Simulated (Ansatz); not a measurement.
`BBO`, relaxed with RKS PBE-D4/def2-SVP in Ansatz 0.2.0 from a rough embedded geometry. The force threshold is 0.03 eV/Å; the program also tests the step.

Charge 0, multiplicity 1.

Start:

```xyz
7

B     0.562    0.909   -0.190
B    -0.216   -0.497   -0.307
O    -0.184   -1.375    0.834
H     1.090    1.236    0.758
H     0.574    1.686   -1.159
H    -0.798   -0.803   -1.309
H    -1.028   -1.156    1.374
```

(1) By how much does the energy fall, and how many steps does the optimiser take? (An estimate is asked.)

(2) Which bonds change most? (Best estimate.)

(3) Give the relaxed structure. (Estimate.)

## Answers

(1) The calculation gave: 153.11 kJ/mol, in 15 steps, 1 of them rejected.

(2) Ansatz gave: B1–H4 from 1.133 to 1.221 Å; B2–O3 from 1.440 to 1.365 Å; B1–B2 from 1.611 to 1.677 Å; O3–H7 from 1.026 to 0.975 Å.

(3) Ansatz gave: 
```xyz
7

B     0.643    1.007   -0.221
B    -0.209   -0.426   -0.050
O    -0.905   -0.813    1.059
H     1.837    1.086    0.022
H     0.145    2.005   -0.720
H    -0.183   -1.175   -1.036
H    -1.328   -1.684    0.946
```
